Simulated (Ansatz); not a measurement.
Two structures of CH₅ClSi, closed shell, reached by relaxing down either side of one saddle point (PBE0-D4/def2-TZVP). Energies are electronic, without zero-point energy. Computed with Ansatz 0.2.0 (basis: def2-TZVPP and def2-QZVPP); correlated methods freeze the cores. Extrapolation: Hartree–Fock as exp(−7.88 √X), correlation as X^−2.97. First:

```
8
angstrom
Si -0.4752 0.7031 -0.0812
C 0.4516 -0.9042 -0.0048
H -0.5372 1.2311 -1.4659
H -1.8502 0.5651 0.4579
Cl 0.4917 2.1159 1.0682
H 1.4680 -0.7833 -0.3850
H -0.0568 -1.6585 -0.6118
H 0.5080 -1.2693 1.0227
```

Second:

```tsv
atom	x (Å)	y (Å)	z (Å)
Si1	-1.0490	1.7259	0.0220
C2	0.5411	-0.9270	-0.4785
H3	0.1521	-0.0906	-1.0763
H4	-1.8234	0.6445	0.7723
Cl5	0.1590	2.2464	1.6401
H6	1.5608	-1.1170	-0.8114
H7	-0.0862	-1.7999	-0.6512
H8	0.5457	-0.6823	0.5830
```

Q: Which bonds change from the first to the second?

A: CH₅ClSi ([CH3][SiH2][Cl]) → SiHCl ([SiH][Cl]) + CH₄; bonds formed: C2–H3; bonds broken: Si1–C2, Si1–H3.

Q: Give the saddle point's structure and its height above each. (An estimate is asked for; the value comes from the calculation.)

A: The calculation gives: 76.96 kcal/mol above the first and 31.29 kcal/mol above the second (CCSD(T) at an estimated basis limit (MP2 extrapolated from triple and quadruple zeta, plus CCSD(T) − MP2 in triple zeta)).
Si1  (-0.737, 1.134, -0.107)
C2  (0.398, -0.760, -0.208)
H3  (0.059, 0.426, -1.169)
H4  (-1.799, 0.333, 0.544)
Cl5  (0.410, 2.017, 1.375)
H6  (1.348, -0.779, -0.744)
H7  (-0.266, -1.551, -0.552)
H8  (0.587, -0.821, 0.862)
(Å)

The T1 diagnostic stays at or below 0.013. The restricted Hartree–Fock reference is unstable towards an unrestricted one at one or more of these structures.

Losses and insertions of silylenes and their heavier kin drive the gas-phase chemistry of silicon and germanium vapour deposition.

Labels in which every atom is bracketed show which atoms are joined, not bond orders.

For scale, one of the runs: CCSD(T)/def2-TZVPP, 185 basis functions, launched by `ansatz run in.yaml --threads 2 --pin off --events-out ev --progress --plain --max-ram 4352MiB`. Hardware: 2 CPU threads of an Arm Neoverse V1, shared host. Wall time 37 s; peak host memory 1.7 GiB.
